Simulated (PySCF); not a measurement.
PySCF input (PW6B95/def2-TZVPD):

```python
from pyscf import gto, scf, dft

mol = gto.M(
    atom='''
    C     0.03618760    0.60041534    0.01001252
    N     0.01219895   -0.81758933    0.09244576
    H    -0.95471660    1.16629571    0.01500298
    H    -0.48780604   -1.15122848   -0.74120501
    H     0.56688663    1.01658913    0.88942020
    H     0.57311778    1.08897690   -0.87041363
    ''',
    basis='def2-tzvpd',
    charge=-1,
    spin=0,
    verbose=4,
)

mf = dft.RKS(mol, xc='pw6b95').density_fit(auxbasis='def2-universal-jkfit')
mf.grids.level = 3
mf.conv_tol = 1e-9
mf.max_cycle = 100
mf.max_memory = 1500
mf.kernel()
if not mf.converged:
    mf = mf.newton()
    mf.kernel(mf.make_rdm1())
mf.analyze()
```

End of the output:

```
Extra cycle  E= -95.3495862374321  delta_E= -3.98e-13  |g|= 8.46e-07  |ddm|= 1.46e-05
converged SCF energy = -95.3495862374321
**** SCF Summaries ****
Total Energy =                         -95.349586237432149
Nuclear Repulsion Energy =              35.933526968833249
One-electron Energy =                 -203.589810596735333
Two-electron Energy =                   72.306697390469935
Two-electron Coulomb Energy =           86.426548557861452
DFT Exchange-Correlation Energy =      -14.119851167391520
HOMO-LUMO gap [eV] =                     2.997668723469864
**** MO energy ****
MO #1   energy= -14.1288074138771  occ= 2
MO #2   energy= -10.0832732732794  occ= 2
MO #3   energy= -0.592036837984203 occ= 2
MO #4   energy= -0.405606510385738 occ= 2
MO #5   energy= -0.214856802813429 occ= 2
MO #6   energy= -0.182142010838568 occ= 2
MO #7   energy= -0.145597380981357 occ= 2
MO #8   energy= -0.00838910973998708 occ= 2
MO #9   energy= 0.0620498692339879 occ= 2
MO #10  energy= 0.172212163843554  occ= 0
MO #11  energy= 0.218886124629407  occ= 0
MO #12  energy= 0.246764850595271  occ= 0
MO #13  energy= 0.248461754809776  occ= 0
MO #14  energy= 0.289161949043829  occ= 0
MO #15  energy= 0.305649458604276  occ= 0
MO #16  energy= 0.310776927052654  occ= 0
MO #17  energy= 0.339088384371485  occ= 0
MO #18  energy= 0.349560472944091  occ= 0
MO #19  energy= 0.375721050807593  occ= 0
MO #20  energy= 0.395212255277055  occ= 0
MO #21  energy= 0.406337541337869  occ= 0
MO #22  energy= 0.425638920598539  occ= 0
MO #23  energy= 0.44696280533201   occ= 0
MO #24  energy= 0.454300238078431  occ= 0
MO #25  energy= 0.469105647831001  occ= 0
MO #26  energy= 0.47064420113718   occ= 0
MO #27  energy= 0.483173340379313  occ= 0
MO #28  energy= 0.485471085481207  occ= 0
MO #29  energy= 0.485621857678316  occ= 0
MO #30  energy= 0.536975197051839  occ= 0
MO #31  energy= 0.546538808785316  occ= 0
MO #32  energy= 0.558688640198598  occ= 0
MO #33  energy= 0.590285938928789  occ= 0
MO #34  energy= 0.630089851276298  occ= 0
MO #35  energy= 0.660639817155767  occ= 0
MO #36  energy= 0.672915432726335  occ= 0
MO #37  energy= 0.707928241174265  occ= 0
MO #38  energy= 0.70954915172367   occ= 0
MO #39  energy= 0.733128215596384  occ= 0
MO #40  energy= 0.737327205941031  occ= 0
MO #41  energy= 0.802852498784972  occ= 0
MO #42  energy= 0.839330345134012  occ= 0
MO #43  energy= 0.871389771437848  occ= 0
MO #44  energy= 0.881232514901411  occ= 0
MO #45  energy= 0.905146674048928  occ= 0
MO #46  energy= 0.973470225038895  occ= 0
MO #47  energy= 1.00516359172247   occ= 0
MO #48  energy= 1.03050416605309   occ= 0
MO #49  energy= 1.03507605794186   occ= 0
MO #50  energy= 1.12113593814551   occ= 0
MO #51  energy= 1.14933072669052   occ= 0
MO #52  energy= 1.21458153294029   occ= 0
MO #53  energy= 1.29920931689423   occ= 0
MO #54  energy= 1.29941777923818   occ= 0
MO #55  energy= 1.40392753778499   occ= 0
MO #56  energy= 1.62258677331271   occ= 0
MO #57  energy= 1.69080440512896   occ= 0
MO #58  energy= 1.70800231653502   occ= 0
MO #59  energy= 1.74562691263485   occ= 0
MO #60  energy= 1.85301543114683   occ= 0
MO #61  energy= 1.93745074512134   occ= 0
MO #62  energy= 1.94456972480922   occ= 0
MO #63  energy= 1.99508361130456   occ= 0
MO #64  energy= 2.04220866368644   occ= 0
MO #65  energy= 2.11689807396839   occ= 0
MO #66  energy= 2.22403365474019   occ= 0
MO #67  energy= 2.24054842384366   occ= 0
MO #68  energy= 2.28235148504202   occ= 0
MO #69  energy= 2.3266062417248    occ= 0
MO #70  energy= 2.33368273584193   occ= 0
MO #71  energy= 2.46455104467249   occ= 0
MO #72  energy= 2.48705050441945   occ= 0
MO #73  energy= 2.59942036381599   occ= 0
MO #74  energy= 2.7277773015615    occ= 0
MO #75  energy= 2.74845566550708   occ= 0
MO #76  energy= 2.75308379958606   occ= 0
MO #77  energy= 2.78642139233665   occ= 0
MO #78  energy= 2.8251243201087    occ= 0
MO #79  energy= 2.92160858975132   occ= 0
MO #80  energy= 3.01653719718551   occ= 0
MO #81  energy= 3.04628502167114   occ= 0
MO #82  energy= 3.1038853638765    occ= 0
MO #83  energy= 3.27200174922887   occ= 0
MO #84  energy= 3.33615605863653   occ= 0
MO #85  energy= 3.35813839114864   occ= 0
MO #86  energy= 3.42458581433513   occ= 0
MO #87  energy= 3.45628206414409   occ= 0
MO #88  energy= 3.53729234156907   occ= 0
MO #89  energy= 3.66578362883222   occ= 0
MO #90  energy= 3.70359489355608   occ= 0
MO #91  energy= 3.78262265737611   occ= 0
MO #92  energy= 3.85128289435951   occ= 0
MO #93  energy= 4.07680785508734   occ= 0
MO #94  energy= 4.25197200413603   occ= 0
MO #95  energy= 4.36206943773766   occ= 0
MO #96  energy= 4.53107547069033   occ= 0
MO #97  energy= 4.54637187391075   occ= 0
MO #98  energy= 4.69712041527487   occ= 0
MO #99  energy= 4.69784822393756   occ= 0
MO #100 energy= 5.04442861840962   occ= 0
MO #101 energy= 5.09851866683534   occ= 0
MO #102 energy= 5.12824376645008   occ= 0
MO #103 energy= 5.14724822139381   occ= 0
MO #104 energy= 5.38255649731522   occ= 0
MO #105 energy= 5.38665579740638   occ= 0
MO #106 energy= 5.55028106454088   occ= 0
MO #107 energy= 5.64999307930872   occ= 0
MO #108 energy= 5.95142776755829   occ= 0
MO #109 energy= 22.6404983263652   occ= 0
MO #110 energy= 32.4660414293983   occ= 0
 ** Mulliken pop on meta-lowdin orthogonal AOs  **
 ** Mulliken pop  **
pop of  0 C 1s            1.99994
pop of  0 C 2s            1.02564
pop of  0 C 3s            0.00382
pop of  0 C 4s            0.00241
pop of  0 C 5s            0.00192
pop of  0 C 6s            0.00099
pop of  0 C 2px           1.07156
pop of  0 C 2py           0.97956
pop of  0 C 2pz           1.07614
pop of  0 C 3px           0.00309
pop of  0 C 3py           0.00317
pop of  0 C 3pz           0.00276
pop of  0 C 4px           0.00034
pop of  0 C 4py           0.00081
pop of  0 C 4pz           0.00033
pop of  0 C 3dxy          0.00939
pop of  0 C 3dyz          0.00651
pop of  0 C 3dz^2         0.00042
pop of  0 C 3dxz          0.00036
pop of  0 C 3dx2-y2       0.00099
pop of  0 C 4dxy          0.00646
pop of  0 C 4dyz          0.00359
pop of  0 C 4dz^2         0.00034
pop of  0 C 4dxz          0.00027
pop of  0 C 4dx2-y2       0.00057
pop of  0 C 5dxy          0.01774
pop of  0 C 5dyz          0.00928
pop of  0 C 5dz^2         0.00167
pop of  0 C 5dxz          0.00095
pop of  0 C 5dx2-y2       0.00105
pop of  0 C 4f-3          0.00091
pop of  0 C 4f-2          0.00016
pop of  0 C 4f-1          0.00043
pop of  0 C 4f+0          0.00003
pop of  0 C 4f+1          0.00066
pop of  0 C 4f+2          0.00006
pop of  0 C 4f+3          0.00009
pop of  1 N 1s            1.99995
pop of  1 N 2s            1.52223
pop of  1 N 3s            0.01681
pop of  1 N 4s            0.00191
pop of  1 N 5s            0.00108
pop of  1 N 6s            0.00042
pop of  1 N 2px           1.64571
pop of  1 N 2py           1.15930
pop of  1 N 2pz           1.45634
pop of  1 N 3px           0.02253
pop of  1 N 3py           0.00644
pop of  1 N 3pz           0.01420
pop of  1 N 4px           0.00229
pop of  1 N 4py           0.00112
pop of  1 N 4pz           0.00201
pop of  1 N 3dxy          0.00031
pop of  1 N 3dyz          0.00084
pop of  1 N 3dz^2         0.00204
pop of  1 N 3dxz          0.00257
pop of  1 N 3dx2-y2       0.00233
pop of  1 N 4dxy          0.00083
pop of  1 N 4dyz          0.00046
pop of  1 N 4dz^2         0.00014
pop of  1 N 4dxz          0.00031
pop of  1 N 4dx2-y2       0.00016
pop of  1 N 5dxy          0.00278
pop of  1 N 5dyz          0.00192
pop of  1 N 5dz^2         0.00008
pop of  1 N 5dxz          0.00025
pop of  1 N 5dx2-y2       0.00003
pop of  1 N 4f-3          0.00025
pop of  1 N 4f-2          0.00009
pop of  1 N 4f-1          0.00020
pop of  1 N 4f+0          0.00004
pop of  1 N 4f+1          0.00021
pop of  1 N 4f+2          0.00015
pop of  1 N 4f+3          0.00011
pop of  2 H 1s            1.00309
pop of  2 H 2s            0.00260
pop of  2 H 3s            0.00207
pop of  2 H 2px           0.00020
pop of  2 H 2py           0.00254
pop of  2 H 2pz           0.00014
pop of  2 H 3px           0.00203
pop of  2 H 3py           0.00445
pop of  2 H 3pz           0.00030
pop of  3 H 1s            0.85876
pop of  3 H 2s            0.00395
pop of  3 H 3s            0.00248
pop of  3 H 2px           0.01444
pop of  3 H 2py           0.00219
pop of  3 H 2pz           0.00840
pop of  3 H 3px           0.01231
pop of  3 H 3py           0.00071
pop of  3 H 3pz           0.00989
pop of  4 H 1s            0.93858
pop of  4 H 2s            0.00362
pop of  4 H 3s            0.00191
pop of  4 H 2px           0.00017
pop of  4 H 2py           0.00115
pop of  4 H 2pz           0.00029
pop of  4 H 3px           0.00044
pop of  4 H 3py           0.00251
pop of  4 H 3pz           0.00053
pop of  5 H 1s            1.00309
pop of  5 H 2s            0.00260
pop of  5 H 3s            0.00207
pop of  5 H 2px           0.00023
pop of  5 H 2py           0.00251
pop of  5 H 2pz           0.00014
pop of  5 H 3px           0.00070
pop of  5 H 3py           0.00405
pop of  5 H 3pz           0.00202
 ** Mulliken atomic charges  **
charge of    0C =     -0.23442
charge of    1N =     -0.86842
charge of    2H =     -0.01742
charge of    3H =      0.08688
charge of    4H =      0.05080
charge of    5H =     -0.01742

WARN: System has nonzero charge -1; the dipole moment is origin-dependent.
Location of origin: [0. 0. 0.]

Dipole moment(X, Y, Z, Debye): -0.40204,  2.32346, -0.89667
```

It need not be the lowest isomer of its formula. Whether it binds its extra electron was not tested at this geometry.
